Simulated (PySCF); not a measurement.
**1,1-difluoroethane: calculation against experiment**

**Experimental background.**

From NIST CCCBDB Release 22 (SRD 101), experimental dipoles, for the gas: dipole moment (dielectric constant against temperature) 2.262 ± 0.008 D.

The results are set against them at the end.

1,1-difluoroethane, C2H4F2.
Atom-mapped SMILES: `[CH3:1][CH:2]([F:3])[F:4]` (hydrogens: H5, H6, H7 on C1; H8 on C2)

Structure used (GFN2-xTB), in Å, numbered top down from 1:
```
atom  x, y, z in Å
C1    -0.781   -0.157    0.006
C2     0.702    0.135    0.064
F3     1.399   -0.758   -0.683
F4     0.975    1.355   -0.462
H5    -1.117   -0.113   -1.028
H6    -0.972   -1.148    0.405
H7    -1.318    0.583    0.591
H8     1.122    0.112    1.081
```

Runs made with PySCF (gas phase, on this GFN2-xTB geometry; no spin–orbit coupling):

```csv
level,job,basis functions,wall time
PBE0/pcSseg-1,"shieldings, charges and field gradients",88,4.2 s
B3LYP/pcJ-1,spin–spin couplings from 8 perturbed nuclei,148,13 s
```

Hardware: an Arm Neoverse V1 with one thread, no GPU, on a shared host.

## Comparison

**Dipole moment.** Measured: 2.262 D (NIST CCCBDB Release 22 (SRD 101), experimental dipoles).

| level | computed (D) | computed − measured (D) | % (from the printed values) |
| --- | --- | --- | --- |
| PBE0/pcSseg-1 | 2.233 | -0.029 | -1 |
| B3LYP/pcJ-1 | 2.217 | -0.045 | -2 |

Closest is PBE0/pcSseg-1 (-0.029 D), furthest B3LYP/pcJ-1 (-0.045 D); one molecule doesn't rank methods. The computed dipoles belong to one fixed geometry; measured ones are averaged over vibrations unless marked μe. Magnitudes are compared, not signs.

No measured geometry was used, and the causes of the misses weren't examined.
